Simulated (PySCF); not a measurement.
A GIAO shielding run with PySCF 2.14 (density fitting, non-relativistic, gas phase) on SMILES [H]/N=C/COC=O, C₃H₅NO₂:

```
{"job": {"kind": "nmr", "xc": "PBE0", "basis": "pcSseg-1"}, "charge": 0, "multiplicity": 1}
N     -1.934001     0.680191     1.220373
C     -0.958702     0.679543     0.414663
C     -0.051470    -0.510808     0.320052
O      1.319218    -0.115811     0.337808
C      1.877354     0.180519    -0.834764
O      1.325746     0.165967    -1.897232
H     -2.470286     1.548693     1.135409
H     -0.715663     1.509559    -0.276992
H     -0.210861    -1.163478     1.187043
H     -0.261583    -1.059366    -0.613051
H      2.943112     0.442850    -0.672241
```

Hardware: 1 thread of an Arm Neoverse V1, shared host. The job also computes population analyses, field gradients.

**Question.** How large is the calculation?

**Answer.** 46 electrons, 127 basis functions and 653 auxiliary functions.

**Question.** How long does it take?

**Answer.** 11 s of wall time, with 15 SCF cycles and 5 response iterations. Times on a shared host scatter by some tens of per cent.

**Question.** And these other runs on the same molecule and hardware: GIAO shielding at KT3/pcSseg-2; spin–spin coupling at B3LYP/pcJ-1?

**Answer.** KT3/pcSseg-2: 286 functions, 48 s; B3LYP/pcJ-1: 212 functions, 31 s.
